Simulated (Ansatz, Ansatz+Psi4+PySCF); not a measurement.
```yaml
atoms:
  - { symbol: N, position_ang: [0.0000, 0.0000, -1.1957] }
  - { symbol: N, position_ang: [0.0000, 0.0000, -0.0751] }
  - { symbol: O, position_ang: [0.0000, 0.0000, 1.1119] }
```

Basis set: cc-pVTZ (spherical functions). Correlated methods keep 3 orbitals frozen. Charge 0, multiplicity 1.

Computed with Ansatz (development build ahead of 0.2.0); each method stands on the lowest determinant of its kind that the runs found. Restricted open shells among the atoms or ions are ROHF, correlated in semicanonical orbitals with singles.

Give the atomization energy at this shape (free ground-state atoms in the same class of orbitals less the molecule, no zero-point energy) of singlet N2O by RHF-CCSD(T), RHF-CCSD, RHF-MP2.

```csv
method,atomization energy
RHF-CCSD(T),253.41 kcal/mol
RHF-CCSD,236.22 kcal/mol
RHF-MP2,278.56 kcal/mol
```
